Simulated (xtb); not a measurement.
# SiNH4F (SMILES N[SiH2]F) at GFN1-xTB

Aim: the vertical singlet–triplet gap of SiNH4F at GFN1-xTB, from 2 runs. 

Program for the calculation: xtb 6.7.1.

5 further runs of the same task are left out: 5 set aside as unsound or not needed.

## 1. The system as given

SiNH4F has 7 atoms, charge 0, and is taken as a singlet. As SMILES, `N[SiH2]F`. Geometry: relaxed at PBE0-D4/def2-TZVP. This is one conformer, not always the lowest.

Bond lengths: N1–Si2 1.696 Å, Si2–F3 1.605 Å, N1–H4 1.006 Å, N1–H5 1.006 Å, Si2–H6 1.479 Å, Si2–H7 1.479 Å. Angles: N1–Si2–F3 114.6°, N1–Si2–H6 108.3°, N1–Si2–H7 108.3°, F3–Si2–H6 105.8°, F3–Si2–H7 105.8°, Si2–N1–H4 122.0°, Si2–N1–H5 122.0°, H6–Si2–H7 114.0°, H4–N1–H5 111.8°.

## 2. Energy and gradient at GFN1-xTB

Contents of .CHRG:

```
0
```

Contents of .UHF:

```
0
```

Contents of struc.xyz:

```xyz
7

N     -0.761500     0.339000    -0.625200
Si     0.531100    -0.115700     0.373400
F      0.515100    -1.653900     0.829800
H     -0.786600     0.105100    -1.603600
H     -1.682200     0.513500    -0.258400
H      0.455900     0.676200     1.620700
H      1.789400     0.068000    -0.382300
```

The run is started by

```console
$ xtb struc.xyz --grad --gfn1 | tee struc.out
```

The log of the run (excerpt; [...] marks lines left out):

```text
* xtb version 6.7.1
[...]
[WARNING] Please study the warnings concerning your input carefully
-1- prog_main_parseArguments: The use of '--gfn1' is discouraged, please use '--gfn 1' next time
########################################################################
[...]
          :  # basis functions                  26          :
[...]
          :  # electrons                        20          :
[...]
          :  Hamiltonian                  GFN1-xTB          :
[...]
          :  net charge                          0          :
          :  unpaired electrons                  0          :
[...]
   *** convergence criteria satisfied after 9 iterations ***
[...]
         ::                     SUMMARY                     ::
         :::::::::::::::::::::::::::::::::::::::::::::::::::::
         :: total energy             -12.484438235374 Eh    ::
         :: gradient norm              0.030550748133 Eh/a0 ::
         :: HOMO-LUMO gap              7.104161916096 eV    ::
         ::.................................................::
         :: SCC energy               -12.567059330590 Eh    ::
         :: -> electrostatic           0.030573079866 Eh    ::
         :: repulsion energy           0.084067312085 Eh    ::
         :: dispersion energy         -0.001446216869 Eh    ::
         :: halogen bond corr.         0.000000000000 Eh    ::
         :: add. restraining           0.000000000000 Eh    ::
         :: total charge              -0.000000000000 e     ::
         :::::::::::::::::::::::::::::::::::::::::::::::::::::
[...]
        10        2.0000           -0.4227086             -11.5025 (HOMO)
        11                         -0.1616354              -4.3983 (LUMO)
[...]
     #   Z sym  total        # sym  WBO       # sym  WBO       # sym  WBO
 ---------------------------------------------------------------------------
     1   7 N    3.210 --     2 Si   1.341     4 H    0.908     5 H    0.908
     2  14 Si   4.553 --     1 N    1.341     3 F    1.253     7 H    0.940
                             6 H    0.939
     3   9 F    1.305 --     2 Si   1.253
     4   1 H    0.954 --     1 N    0.908
     5   1 H    0.954 --     1 N    0.908
     6   1 H    0.992 --     2 Si   0.939
     7   1 H    0.992 --     2 Si   0.940
 ---------------------------------------------------------------------------
[...]
          | TOTAL ENERGY              -12.484438235374 Eh   |
          | GRADIENT NORM               0.030550748133 Eh/α |
          | HOMO-LUMO GAP               7.104161916096 eV   |
           -------------------------------------------------
[...]
```

Standard error:

```text
normal termination of xtb
```

It took 0.034 s on 1 thread of Intel Xeon Platinum 8259CL at 2.50GHz (Skylake/Cascade Lake), shared host.

## 3. The triplet

Contents of mol.xyz:

```xyz
7

N     -0.76150000     0.33900000    -0.62520000
Si     0.53110000    -0.11570000     0.37340000
F      0.51510000    -1.65390000     0.82980000
H     -0.78660000     0.10510000    -1.60360000
H     -1.68220000     0.51350000    -0.25840000
H      0.45590000     0.67620000     1.62070000
H      1.78940000     0.06800000    -0.38230000
```

The run is started by

```console
$ xtb mol.xyz --gfn 1 --grad --uhf 2 | tee out.txt
```

The log of the run (excerpt; [...] marks lines left out):

```text
* xtb version 6.7.1
[...]
          :  # basis functions                  26          :
[...]
          :  # electrons                        20          :
[...]
          :  Hamiltonian                  GFN1-xTB          :
[...]
          :  net charge                          0          :
          :  unpaired electrons                  2          :
[...]
   *** convergence criteria satisfied after 27 iterations ***
[...]
         ::                     SUMMARY                     ::
         :::::::::::::::::::::::::::::::::::::::::::::::::::::
         :: total energy             -12.200433795256 Eh    ::
         :: gradient norm              0.075256525599 Eh/a0 ::
         :: HOMO-LUMO gap              0.950056162011 eV    ::
         ::.................................................::
         :: SCC energy               -12.283054890472 Eh    ::
         :: -> electrostatic           0.016820813680 Eh    ::
         :: repulsion energy           0.084067312085 Eh    ::
         :: dispersion energy         -0.001446216869 Eh    ::
         :: halogen bond corr.         0.000000000000 Eh    ::
         :: add. restraining           0.000000000000 Eh    ::
         :: total charge              -0.000000000000 e     ::
         :::::::::::::::::::::::::::::::::::::::::::::::::::::
[...]
        11        1.0000           -0.1526533              -4.1539 (HOMO)
        12                         -0.1177394              -3.2039 (LUMO)
[...]
     #   Z sym  total        # sym  WBO       # sym  WBO       # sym  WBO
 ---------------------------------------------------------------------------
     1   7 N    2.815 --     2 Si   1.002     4 H    0.886     5 H    0.886
     2  14 Si   4.259 --     3 F    1.218     1 N    1.002     7 H    0.801
                             6 H    0.801     4 H    0.219     5 H    0.219
     3   9 F    1.268 --     2 Si   1.218
     4   1 H    1.165 --     1 N    0.886     2 Si   0.219
     5   1 H    1.165 --     1 N    0.886     2 Si   0.219
     6   1 H    0.842 --     2 Si   0.801
     7   1 H    0.842 --     2 Si   0.801
 ---------------------------------------------------------------------------
[...]
          | TOTAL ENERGY              -12.200433795256 Eh   |
          | GRADIENT NORM               0.075256525599 Eh/α |
          | HOMO-LUMO GAP               0.950056162011 eV   |
           -------------------------------------------------
[...]
```

Standard error:

```text
normal termination of xtb
```

Run time: 0.042 s. Hardware: 1 thread of Intel Xeon Platinum 8259CL at 2.50GHz (Skylake/Cascade Lake), shared host.

## 4. Outcome

At GFN1-xTB:

| quantity | value |
| --- | --- |
| singlet: total energy | -12.48444 Eh |
| singlet: dipole moment | 2.38 D |
| singlet: HOMO energy | -11.50 eV |
| singlet: LUMO energy | -4.40 eV |
| singlet: HOMO–LUMO gap | 7.10 eV |
| singlet: dispersion energy | -3.80 kJ/mol |
| singlet: largest force on an atom | 1.131 eV/Å |
| triplet: total energy | -12.20043 Eh |
| triplet: dipole moment | 3.41 D |
| triplet: HOMO energy (partly filled) | -4.15 eV |
| triplet: LUMO energy | -3.20 eV |
| triplet: dispersion energy | -3.80 kJ/mol |
| triplet: largest force on an atom | 2.861 eV/Å |
| vertical energy of the triplet above the singlet | 7.728 eV |

What this shows: The method runs without spin polarisation, so open shells lack the exchange term that lowers high spin: such gaps come out too high and can have the wrong sign. The largest force (singlet) is 1.13 eV/Å: the shape isn't a stationary point for this species at this level. At this shape the triplet lies 7.73 eV (178 kcal/mol) above the singlet. Mulliken charges (triplet) run from -0.24 on F3 to +0.26 on Si2.
